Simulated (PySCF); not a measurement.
# C2H3FO (acetyl fluoride): HF/def2-SVP

Aim: a single-point energy of C2H3FO (acetyl fluoride). 

The calculation is run with PySCF 2.14.0.

7 further runs of the same task are left out: 7 set aside as unsound or not needed.

### Step 1. The molecule

C2H3FO: 7 atoms, total charge 0, spin state singlet. SMILES: `CC(=O)F`. The coordinates come from a GFN2-xTB relaxation.

Bond lengths: C1–C2 1.485 Å, C2–O3 1.178 Å, C2–F4 1.369 Å, C1–H5 1.085 Å, C1–H6 1.089 Å, C1–H7 1.089 Å. Angles: C1–C2–O3 130.8°, C1–C2–F4 110.2°, O3–C2–F4 119.0°, C2–C1–H5 110.1°, C2–C1–H6 109.3°, C2–C1–H7 109.1°, H5–C1–H6 110.5°, H5–C1–H7 110.2°, H6–C1–H7 107.7°.

### Step 2. The energy at HF/def2-SVP

File input.xyz:

```xyz
7
C2H3FO
C      0.487480     0.014070     0.446580
C     -0.696460    -0.034420    -0.448050
O     -1.843570    -0.137060    -0.201820
F     -0.304710     0.066810    -1.755740
H      0.179210    -0.110540     1.479800
H      1.186800    -0.769790     0.161010
H      0.991240     0.970930     0.318210
```

File calc.py:

```python
# CC(=O)F
from pyscf import gto, scf

system = gto.M(
    atom='input.xyz',
    basis='def2-svp',
    max_memory=1860,
    charge=0,
    verbose=3,
)

calc0 = scf.RHF(system)
calc0.conv_tol = 0.0001
calc0.kernel()

e_final = calc0.e_tot
print('Final energy', e_final)
```

Launch:

```sh
$ OMP_NUM_THREADS=1 python calc.py
```

Standard output:

```text
converged SCF energy = -251.6011566014
Final energy -251.60115660139965
```

It took 1.1 s on 1 thread of Arm Neoverse V1, shared host; peak memory 0.12 GiB.

### Step 3. Summary of results

At HF/def2-SVP:

| quantity | value |
| --- | --- |
| total energy | -251.60116 Eh |
| dipole moment | 3.35 D |
| HOMO energy | -13.41 eV |
| LUMO energy | 4.18 eV |
| HOMO–LUMO gap | 17.59 eV |
